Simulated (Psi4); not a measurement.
Process, species as SMILES: OO (H2O2) + H+ → O[OH2+]
B3LYP-D3(BJ)/def2-TZVP geometries, fixed; electronic energies without zero-point terms; positive where energy is released.

Effect of the integral screening threshold at M06-2X/cc-pVTZ with Psi4, against the last row, where the proton affinity is 166.66 kcal/mol.

| setting | largest shift of a total energy (mEh) | shift of the proton affinity (kcal/mol) |
|---|---|---|
| ints_tolerance: 1e-6 | 0.000 | 0.000 |
| ints_tolerance: 1e-8 | 0.000 | 0.000 |
| ints_tolerance: 1e-10 | 0.000 | 0.000 |
| ints_tolerance: 1e-14 | 0.000 | 0.000 |

Within 0.02 kcal/mol in the proton affinity: ints_tolerance: 1e-6; ints_tolerance: 1e-8; ints_tolerance: 1e-10. The largest shift is 0.000 mEh in a total energy and 0.000 kcal/mol in the difference.
